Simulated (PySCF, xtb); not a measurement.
Bonds broken one at a time in the series Ga NH2-SiH3. Gas-phase values, no solvent. One relaxed conformer stands for each flexible species; it need not be the lowest. Strings in code marks are SMILES.

Quantity: homolytic bond dissociation enthalpy at 298 K (no spin–orbit term), in eV. Enthalpy corrections at 298 K come from GFN2-xTB frequencies (xtb).

Level 1: PBE-D3(BJ)/def2-TZVP // r2SCAN-D4/def2-TZVP (PySCF)
Level 2: M06-2X/6-31G* // r2SCAN-D4/def2-TZVP (PySCF)
Level 3: SVWN5/6-31G* // r2SCAN-D4/def2-TZVP (PySCF)
Level 4: HF/3-21G // r2SCAN-D4/def2-TZVP (PySCF)

```
species                                                                       level 2  level 3  level 4
----------------------------------------------------------------------------  -------  -------  -------
N–Ga bond of `[NH2][Ga]([NH2])[SiH3]`, giving `[NH2]` and `[NH2][Ga][SiH3]`      3.84     4.46     3.59
Ga–Si bond of `[NH2][Ga]([NH2])[SiH3]`, giving `[NH2][Ga][NH2]` and `[SiH3]`     2.95     3.42     2.75
N–Ga bond of `[NH2][Ga]([NH2])[NH2]`, giving `[NH2]` and `[NH2][Ga][NH2]`        3.86     4.39     3.62
```

What does level 1 give for each?


- N–Ga bond of `[NH2][Ga]([NH2])[SiH3]`, giving `[NH2]` and `[NH2][Ga][SiH3]`: 3.77
- Ga–Si bond of `[NH2][Ga]([NH2])[SiH3]`, giving `[NH2][Ga][NH2]` and `[SiH3]`: 3.01
- N–Ga bond of `[NH2][Ga]([NH2])[NH2]`, giving `[NH2]` and `[NH2][Ga][NH2]`: 3.77
